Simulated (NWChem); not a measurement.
System: methyl formate (C₂H₄O₂); SMILES COC=O

NWChem input:

```
start job
memory heap 200 mb stack 900 mb global 1100 mb
geometry units angstroms noautoz
  C     -0.509398    -1.318595     0.002594
  O      0.676406    -0.537951     0.001445
  C      0.503956     0.780578     0.000236
  O     -0.552295     1.343814    -0.000184
  H     -1.115372    -1.111425    -0.891944
  H     -0.189132    -2.366689     0.008631
  H     -1.119780    -1.102316     0.891930
  H      1.496118     1.278758    -0.000275
end
basis spherical
  * library def2-tzvpd
end
dft
  xc m06-2x
  iterations 150
  semidirect filesize 400000000
  mulliken
end
task dft energy
```

Parts of the log:

```
             Northwest Computational Chemistry Package (NWChem) 7.3.0
             --------------------------------------------------------

 C1  symmetry detected

                             Geometry "geometry" -> ""
                             -------------------------

 Output coordinates in angstroms (scale by  1.889725989 to convert to a.u.)

  No.       Tag          Charge          X              Y              Z
 ---- ---------------- ---------- -------------- -------------- --------------
    1 C                    6.0000    -0.51282590    -1.31506279     0.00004090
    2 O                    8.0000     0.67441555    -0.53660583    -0.00007409
    3 C                    6.0000     0.50439703     0.78223945     0.00002997
    4 O                    8.0000    -0.55081364     1.34742223    -0.00002489
    5 H                    1.0000    -1.11823699    -1.10586210    -0.89440564
    6 H                    1.0000    -0.19449401    -2.36375116     0.00507065
    7 H                    1.0000    -1.12298696    -1.09856729     0.88947583
    8 H                    1.0000     1.49747591     1.27858944     0.00022575

 Effective nuclear repulsion energy (a.u.)     122.8400347260

                                 NWChem DFT Module
                                 -----------------

 Summary of "ao basis" -> "ao basis" (spherical)
 ------------------------------------------------------------------------------
       Tag                 Description            Shells   Functions and Types
 ---------------- ------------------------------  ------  ---------------------
 C                         def2-tzvpd               13       37   6s3p3d1f
 O                         def2-tzvpd               14       40   6s4p3d1f
 H                         def2-tzvpd                5        9   3s2p

            General Information
            -------------------
          SCF calculation type: DFT
          Wavefunction type:  closed shell.
          No. of atoms     :     8
          No. of electrons :    32
           Alpha electrons :    16
            Beta electrons :    16
          Charge           :     0
          Spin multiplicity:     1
          Use of symmetry is: off; symmetry adaption is: off
          Maximum number of iterations: 150
          AO basis - number of functions:   190
                     number of shells:    74
          Convergence on energy requested:  1.00D-06
          Convergence on density requested:  1.00D-05
          Convergence on gradient requested:  5.00D-04

              XC Information
              --------------
                       M06-2X Method XC Functional
                     Hartree-Fock (Exact) Exchange  0.540
                        M06-2X Exchange Functional  1.000
                      M06-2X Correlation Potential  1.000

             Grid Information
             ----------------
          Grid used for XC integration:  medium
          Radial quadrature: Mura-Knowles
          Angular quadrature: Lebedev.
          Tag              B.-S. Rad. Rad. Pts. Rad. Cut. Ang. Pts.
          ---              ---------- --------- --------- ---------
          C                   0.70       49          11.0       434
          O                   0.60       49          11.0       434
          H                   0.35       45          12.0       434
          Grid pruning is: on
          Number of quadrature shells:   376
          Spatial weights used:  Erf1

      Superposition of Atomic Density Guess
      -------------------------------------

 Sum of atomic energies:        -226.91075678

      Non-variational initial energy
      ------------------------------

 Total energy =    -228.823035
 1-e energy   =    -552.512556
 2-e energy   =     200.849487
 HOMO         =      -0.398358
 LUMO         =       0.020013

------------------------------------------------------------
EAF file 0: "./job.aoints.0" size=753401856 bytes
------------------------------------------------------------
               write      read    awrite     aread      wait
               -----      ----    ------     -----      ----
     calls:     1437         0         0         0         0
   data(b): 7.53e+08  0.00e+00  0.00e+00  0.00e+00
   time(s): 0.00e+00  0.00e+00  0.00e+00  0.00e+00  0.00e+00
rate(mb/s): 0.00e+00  0.00e+00
------------------------------------------------------------

     ---------------------------------------------
      Total Density - Mulliken Population Analysis
     ---------------------------------------------

    Atom       Charge   Shell Charges
 -----------   ------   -------------------------------------------------------
    1 C    6     6.26   0.86  1.12  0.54  0.67  0.09 -0.00  1.14  1.26  0.50  0.02  0.06  0.01  0.01
    2 O    8     8.36   0.79  1.18  0.59  0.94  0.23 -0.01  1.90  2.08  0.62  0.00  0.00  0.03  0.01  0.00
    3 C    6     5.24   0.86  1.12  0.53  0.55  0.17  0.03  0.91  0.80  0.09  0.05  0.11  0.00  0.02
    4 O    8     8.81   0.79  1.18  0.61  0.95  0.32  0.00  2.02  2.10  0.78  0.02  0.00  0.02  0.00  0.00
    5 H    1     0.80   0.25  0.46  0.06  0.02  0.02
    6 H    1     0.86   0.25  0.46  0.10  0.02  0.03
    7 H    1     0.84   0.25  0.45  0.11  0.02  0.01
    8 H    1     0.83   0.24  0.46  0.10  0.02  0.01

   convergence    iter        energy       DeltaE   RMS-Dens  Diis-err
 ---------------- ----- ----------------- --------- --------- ---------
 d= 0,ls=0.0,diis     1   -228.9499498695 -3.52D+02  7.17D-03  1.06D+00
 d= 0,ls=0.0,diis     2   -228.8812263902  6.87D-02  2.94D-03  2.09D+00
 d= 0,ls=0.0,diis     3   -229.0616761891 -1.80D-01  6.16D-04  3.86D-02
 d= 0,ls=0.0,diis     4   -229.0638195275 -2.14D-03  2.60D-04  1.60D-02
 d= 0,ls=0.0,diis     5   -229.0647666425 -9.47D-04  3.63D-04  4.29D-04
  Resetting Diis
 d= 0,ls=0.0,diis     6   -229.0648176070 -5.10D-05  1.81D-04  4.36D-05
 d= 0,ls=0.0,diis     7   -229.0648242642 -6.66D-06  2.66D-05  1.61D-06
 d= 0,ls=0.0,diis     8   -229.0648244236 -1.59D-07  2.93D-06  1.27D-06

         Total DFT energy =     -229.064824423632
      One electron energy =     -555.138650444055
           Coulomb energy =      232.654708820425
    Exchange-Corr. energy =      -29.420917525995
 Nuclear repulsion energy =      122.840034725994

 Numeric. integr. density =       32.000003136169

                       DFT Final Molecular Orbital Analysis
                       ------------------------------------

 Vector   14  Occ=2.000000D+00  E=-4.418968D-01
              MO Center=  2.3D-02, -7.6D-01,  2.1D-03, r^2= 2.4D+00
   Bfn.  Coefficient  Atom+Function         Bfn.  Coefficient  Atom+Function
  ----- ------------  ---------------      ----- ------------  ---------------
    44      0.275035  2 O  px                47      0.233460  2 O  px
     7     -0.208814  1 C  px                42      0.200876  2 O  s
    10     -0.168465  1 C  px               165     -0.157423  6 H  s
   121      0.148982  4 O  px                50      0.136843  2 O  px
    43      0.133119  2 O  s                  8      0.119768  1 C  py

 Vector   15  Occ=2.000000D+00  E=-3.882860D-01
              MO Center= -4.7D-02, -9.9D-02, -1.0D-03, r^2= 2.3D+00
   Bfn.  Coefficient  Atom+Function         Bfn.  Coefficient  Atom+Function
  ----- ------------  ---------------      ----- ------------  ---------------
    46      0.345582  2 O  pz                49      0.300107  2 O  pz
   123     -0.254677  4 O  pz                52      0.230991  2 O  pz
   126     -0.216342  4 O  pz                15     -0.194720  1 C  pz
   129     -0.152712  4 O  pz                 9     -0.139953  1 C  pz
   156      0.118700  5 H  s                174     -0.117962  7 H  s

 Vector   16  Occ=2.000000D+00  E=-3.722977D-01
              MO Center= -1.4D-01,  1.1D+00,  6.4D-05, r^2= 1.6D+00
   Bfn.  Coefficient  Atom+Function         Bfn.  Coefficient  Atom+Function
  ----- ------------  ---------------      ----- ------------  ---------------
   122      0.366148  4 O  py               125      0.308255  4 O  py
   128      0.244275  4 O  py               121      0.210697  4 O  px
   124      0.173625  4 O  px                45      0.162282  2 O  py
   183     -0.145188  8 H  s                 48      0.139693  2 O  py
    14     -0.133687  1 C  py               166     -0.125556  6 H  s

 Vector   17  Occ=0.000000D+00  E= 1.173644D-02
              MO Center=  6.9D-02, -9.5D-01, -1.3D-03, r^2= 1.3D+01
   Bfn.  Coefficient  Atom+Function         Bfn.  Coefficient  Atom+Function
  ----- ------------  ---------------      ----- ------------  ---------------
    43      6.479755  2 O  s                  5     -4.451909  1 C  s
    83     -4.388890  3 C  s                120      3.780194  4 O  s
     6     -2.999173  1 C  s                184     -2.433447  8 H  s
   166      1.627299  6 H  s                 90      1.362157  3 C  px
   103      1.209320  3 C  d -2             157      0.884936  5 H  s

 Vector   18  Occ=0.000000D+00  E= 3.292700D-02
              MO Center=  5.2D-01,  6.3D-01, -1.2D-03, r^2= 4.3D+00
   Bfn.  Coefficient  Atom+Function         Bfn.  Coefficient  Atom+Function
  ----- ------------  ---------------      ----- ------------  ---------------
   157      1.760632  5 H  s                175     -1.743162  7 H  s
    15      0.891973  1 C  pz                55      0.689364  2 O  pz
    29      0.443807  1 C  d  1             163      0.332697  5 H  pz
   181      0.326284  7 H  pz                89      0.308483  3 C  pz
    86      0.279622  3 C  pz               123     -0.242162  4 O  pz

[...]
```

Level: M06-2X/def2-TZVPD. Geometry: optimised at PBE0/def2-SVP.
